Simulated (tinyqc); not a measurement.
Inside a calculation. Method: Hueckel theory of the pi electrons, for the molecule C1=CN=C1 (SMILES; centres numbered as the heavy atoms are written). Computed by tinyqc, a small Python program that keeps every step. Settings: charge = 0. Command: `OMP_NUM_THREADS=1 python tinyqc.py 25539 25540 out.jsonl` (the two numbers bound the seeds that draw the settings). One thread of a shared host (Intel(R) Xeon(R) Processor @ 2.60GHz), about 0.01 s of CPU time with the checks.

## The Hueckel matrix

Centres:
```
centre  z_r, pi electrons of the neutral centre         h
1C                                            1  0.000000
2C                                            1  0.000000
3N                                            1  0.500000
4C                                            1  0.000000
```

Bonds:
```
i  j         k
1  2         1
2  3         1
3  4  1.000000
4  1         1
```

H_rr = alpha + h_r beta, H_rs = k_rs beta for bonded centres.

Hueckel matrix in units of beta (H = alpha + beta A):
```
          1C        2C        3N        4C
1C  0.000000  1.000000  0.000000  1.000000
2C  1.000000  0.000000  1.000000  0.000000
3N  0.000000  1.000000  0.500000  1.000000
4C  1.000000  0.000000  1.000000  0.000000
```

## Orbitals

pi electrons, sum of z_r less the charge = 4

Diagonalise; E = alpha + x beta with beta < 0, so the largest x are filled first; degenerate levels share their electrons. P = sum n_i c_ri c_si; each orbital has its largest coefficient positive (the first on a tie).

x values: 2.146476  0.246155  0.000000  -1.892630

occupations: 2.000000  2.000000  0.000000  0.000000

coefficients:
```
         MO1        MO2        MO3        MO4
1C  0.447068   0.712358   0.000000   0.540996
2C  0.479810   0.087675   0.707107  -0.511952
3N  0.582833  -0.690776   0.000000   0.427941
4C  0.479810   0.087675  -0.707107  -0.511952
```

charge and bond-order matrix P:
```
           1C        2C         3N        4C
1C   1.414648  0.553928  -0.463028  0.553928
2C   0.553928  0.475810   0.438171  0.475810
3N  -0.463028  0.438171   1.633733  0.438171
4C   0.553928  0.475810   0.438171  0.475810
```

## Energy, charges, bond orders

E = sum n x; q_r = z_r - P_rr; bond order p = P_rs; free valence = sqrt(3) - sum of p over the bonds of the atom.

pi energy = 4 alpha + this times beta = 4.785261

pi charges: 1C -0.414648, 2C 0.524190, 3N -0.633733, 4C 0.524190

Bond orders and lengths from R = 1.517 - 0.180 p (angstrom, C-C alone):
```
bond         p         R
1-2   0.553928  1.417293
2-3   0.438171         -
3-4   0.438171         -
4-1   0.553928  1.417293
```

free valence of the carbons: 1C 0.624195, 2C 0.739952, 4C 0.739952

gap between the highest filled and the next level = 0.246155 |beta|
